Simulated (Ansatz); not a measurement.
Steps of a relaxation of C3HFO (`O=CC#CF`) with RKS PBE0-D4/def2-TZVP.

```sh
$ ansatz run in.yaml --threads 2 --pin off --events-out ev --progress --plain --max-ram 4352MiB
```

```yaml
crystal:
  periodic: [false, false, false]
  atoms:
    - {symbol: O, position_ang: [0.459470, -1.615205, 1.286549]}
    - {symbol: C, position_ang: [0.000179, -0.515691, 1.031525]}
    - {symbol: C, position_ang: [0.019952, 0.100043, -0.282526]}
    - {symbol: C, position_ang: [0.022107, 0.642900, -1.378574]}
    - {symbol: F, position_ang: [0.029673, 1.200473, -2.526183]}
    - {symbol: H, position_ang: [-0.489181, 0.123579, 1.823009]}
basis:
  gaussian: {orbitals: def2-TZVP}
hamiltonian: {xc: pbe0, dispersion: d4}
relax: {f_tol: 0.005, max_steps: 150}
```

Positions (Å) and forces (eV/Å) along the path, 11 of 11 steps:

```xyz
6
step=1 energy=-7882.3144 eV
O     0.459   -1.615    1.287   -0.557    1.365   -0.371
C     0.000   -0.516    1.032    0.185   -0.632    0.478
C     0.020    0.100   -0.283    0.067    0.823   -1.935
C     0.022    0.643   -1.379   -0.013   -0.767    1.591
F     0.030    1.200   -2.526   -0.005   -0.340    0.701
H    -0.489    0.124    1.823    0.323   -0.450   -0.464
6
step=2 energy=-7882.3751 eV
O     0.454   -1.594    1.271   -0.077    0.186   -0.059
C    -0.002   -0.508    1.022   -0.025    0.001    0.139
C     0.020    0.101   -0.287    0.027   -0.090    0.053
C     0.022    0.633   -1.360   -0.011    0.136   -0.226
F     0.030    1.187   -2.499    0.001   -0.110    0.217
H    -0.482    0.118    1.806    0.085   -0.124   -0.124
6
step=3 energy=-7882.3756 eV
O     0.448   -1.593    1.268    0.069   -0.001    0.014
C     0.005   -0.503    1.024   -0.189   -0.018   -0.026
C     0.024    0.102   -0.285    0.065   -0.019    0.014
C     0.023    0.633   -1.359   -0.008    0.047   -0.036
F     0.027    1.184   -2.496   -0.001   -0.022    0.028
H    -0.485    0.113    1.802    0.064    0.014    0.006
6
step=4 energy=-7882.3756 eV rejected
O     0.447   -1.593    1.268    0.078   -0.029    0.032
C     0.005   -0.503    1.025   -0.193    0.006   -0.058
C     0.026    0.101   -0.286    0.056   -0.009    0.031
C     0.023    0.633   -1.360   -0.011    0.043   -0.024
F     0.026    1.185   -2.496    0.002   -0.023    0.024
H    -0.485    0.113    1.803    0.068    0.012   -0.005
6
step=5 energy=-7882.3758 eV
O     0.448   -1.593    1.268    0.059    0.003    0.012
C     0.004   -0.503    1.024   -0.163   -0.020   -0.024
C     0.024    0.102   -0.285    0.057   -0.018    0.008
C     0.023    0.633   -1.359   -0.008    0.039   -0.023
F     0.027    1.184   -2.496    0.000   -0.018    0.020
H    -0.484    0.113    1.802    0.055    0.013    0.006
6
step=6 energy=-7882.3767 eV
O     0.451   -1.590    1.270    0.004   -0.013    0.011
C    -0.002   -0.506    1.022   -0.007    0.000    0.027
C     0.023    0.097   -0.288   -0.002    0.015   -0.028
C     0.021    0.635   -1.358    0.001    0.002    0.005
F     0.030    1.185   -2.495   -0.001    0.000    0.002
H    -0.481    0.116    1.802    0.006   -0.004   -0.016
6
step=7 energy=-7882.3767 eV
O     0.451   -1.591    1.274   -0.001    0.002    0.002
C    -0.002   -0.507    1.022    0.004   -0.006   -0.005
C     0.024    0.094   -0.289   -0.001    0.000    0.002
C     0.021    0.635   -1.358    0.001    0.003   -0.007
F     0.028    1.187   -2.494   -0.001   -0.002    0.007
H    -0.480    0.117    1.800   -0.002    0.004    0.001
6
step=8 energy=-7882.3768 eV
O     0.451   -1.591    1.274    0.000   -0.001    0.001
C    -0.002   -0.507    1.022    0.003   -0.001   -0.010
C     0.024    0.093   -0.290    0.000   -0.003    0.007
C     0.021    0.635   -1.358    0.001    0.002   -0.009
F     0.028    1.188   -2.494   -0.001   -0.002    0.008
H    -0.480    0.117    1.799   -0.003    0.005    0.004
6
step=9 energy=-7882.3768 eV
O     0.451   -1.591    1.275    0.001   -0.002    0.001
C    -0.002   -0.507    1.022    0.001    0.000   -0.002
C     0.025    0.093   -0.290    0.000   -0.005    0.011
C     0.021    0.635   -1.358    0.000    0.005   -0.009
F     0.028    1.189   -2.493    0.000    0.001   -0.003
H    -0.480    0.118    1.798   -0.001    0.002    0.002
6
step=10 energy=-7882.3768 eV
O     0.451   -1.591    1.275   -0.002    0.004   -0.001
C    -0.002   -0.507    1.022    0.003   -0.005   -0.002
C     0.025    0.092   -0.290    0.000   -0.003    0.006
C     0.021    0.635   -1.358    0.000    0.002   -0.003
F     0.028    1.189   -2.493    0.000    0.001   -0.001
H    -0.480    0.118    1.798   -0.001    0.001    0.002
6
step=11 energy=-7882.3768 eV
O     0.451   -1.591    1.275    0.000    0.000    0.001
C    -0.002   -0.507    1.022    0.000    0.000   -0.001
C     0.025    0.092   -0.290    0.000    0.000    0.000
C     0.021    0.635   -1.358    0.000    0.000    0.000
F     0.028    1.189   -2.493    0.000    0.000    0.000
H    -0.481    0.118    1.798    0.000   -0.001    0.000
```

It took 16 s on 2 threads of an Intel Xeon 6975P-C on a shared host, with 0.31 GiB of host memory at the peak.
